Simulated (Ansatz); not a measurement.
For 1T (CdI2-type) PtSe2, PBEsol-D3(BJ) (Ansatz, an electronic-structure program, plane waves, PAW) gives:

```
Quantity               Value
-------------------  -------
lattice parameter a  3.739 Å
lattice parameter c  4.638 Å
```

### Question
What does PBE0-D4 in Ansatz (PAW) give for the same quantities?

### Answer

- lattice constant a: 3.713 Å (drops by 0.7 %)
- lattice parameter c: 4.967 Å (goes up by 7.1 %)

For comparison: lattice constant a 3.727 Å (measured, temperature not stated, no zero-point or thermal correction; as tabulated in Björkman (2014), arXiv:1406.2436); lattice parameter c 5.074 Å (measured, temperature not stated, zero-point anharmonic expansion removed (computed with revB86b-DF2); no thermal correction; as tabulated in Björkman (2014), arXiv:1406.2436).

Changes are worked out from the printed values.

Unless a cell is named, each level is at its own relaxed cell (PBEsol-D3(BJ) 18.71, PBE0-D4 19.77 Å³/atom).

Levels without +SOC leave out spin–orbit coupling, which shifts energies and cells of such heavy elements.

Caveats: exact exchange on metals is sensitive to the k mesh and can open a false gap (PBE0-D4); the run warned that the count of filled bands differs between k points (PBE0-D4). Ansatz's density-functional and Hartree–Fock values are scalar-relativistic unless marked +SOC, with PAW data made under PBE.
